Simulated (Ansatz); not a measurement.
A made-up structure of CH₄BNa, singlet:

```csv
atom,x (Å),y (Å),z (Å)
C1,-0.7417,0.2256,-0.1960
B2,0.6083,-0.3753,0.3171
Na3,2.8599,0.7289,0.4529
H4,-0.8094,1.3100,-0.2934
H5,-0.8136,-0.1891,-1.2191
H6,-1.6311,-0.1504,0.3264
H7,4.7802,0.9685,0.0845
```

It is relaxed with PBE-D4/def2-SVP and then PBE0-D4/def2-TZVP (Ansatz 0.2.0). Atoms count as bonded within 1.22 times the sum of their covalent radii (H–H: 0.88 Å). The end point is not checked to be a true minimum.

Does its bonding change? (A judgement: the text doesn't fix the answer.)

By the calculation: No: no bond forms or breaks.

Where it ends: The first stage lowers the energy by 0.28 eV in 7 steps. It ends as CH₄BNa ([CH3][B][NaH]):
| atom | x (Å) | y (Å) | z (Å) |
| --- | --- | --- | --- |
| C1 | -0.9271 | 0.2105 | -0.2734 |
| B2 | 0.5648 | 0.3555 | -0.0771 |
| Na3 | 3.3055 | 0.6220 | 0.2758 |
| H4 | -1.4014 | 1.1998 | -0.3166 |
| H5 | -1.1348 | -0.3222 | -1.2107 |
| H6 | -1.3647 | -0.3555 | 0.5595 |
| H7 | 5.2102 | 0.8082 | 0.5148 |

Labels in which every atom is bracketed show which atoms are joined, not bond orders.

For scale, one of the runs: PBE0-D4/def2-TZVP relaxation, 118 basis functions, launched by `ansatz run in.yaml --threads 2 --pin off --events-out ev --progress --plain --max-ram 4352MiB`. Hardware: 2 CPU threads of an Arm Neoverse V2, shared host. Wall time about 24 s.
